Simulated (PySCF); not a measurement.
DMSO cation (C2H6OS), SMILES CS(C)=O (connectivity only; charge and spin as stated), charge +1, multiplicity 2. Atoms are numbered in the order given.

```xyz
10

C     -0.1618    -0.7654    -1.4722
S      0.3459     0.1543     0.0000
C     -0.1618    -0.7654     1.4722
O     -0.2653     1.5326     0.0000
H      0.1209    -0.1386    -2.3306
H      0.3944    -1.7145    -1.4736
H     -1.2503    -0.9192    -1.4221
H     -1.2503    -0.9192     1.4221
H      0.1209    -0.1386     2.3306
H      0.3944    -1.7145     1.4736
```
Charge +1, spin multiplicity 2.

Geometry optimised at B3LYP-D3(BJ)/def2-SVP. The spin state was assumed, not searched.

Two levels are set side by side: PBE/pcH-1 (PySCF) and B3LYP/pcH-1 (PySCF). Contact hyperfine couplings, same geometry. Differences are taken from unrounded values.

```
quantity                      B3LYP    PBE  PBE minus B3LYP
----------------------------  -----  -----  ---------------
A(iso) of 13C, atom C1 (MHz)   17.6   18.2              0.6
A(iso) of 33S, atom S2 (MHz)  103.5  108.6              5.2
A(iso) of 13C, atom C3 (MHz)   17.6   18.2              0.6
A(iso) of 17O, atom O4 (MHz)  -29.8  -12.6             17.3
A(iso) of 1H, atom H5 (MHz)    -2.6   -1.8              0.8
A(iso) of 1H, atom H6 (MHz)    -6.2   -6.1              0.0
A(iso) of 1H, atom H7 (MHz)    42.7   49.9              7.1
A(iso) of 1H, atom H8 (MHz)    42.7   49.9              7.1
A(iso) of 1H, atom H9 (MHz)    -2.6   -1.8              0.8
A(iso) of 1H, atom H10 (MHz)   -6.2   -6.1              0.0
```

Rough cost on one machine, each run with all the roots and properties that it gave: B3LYP against PBE within a factor of 2.
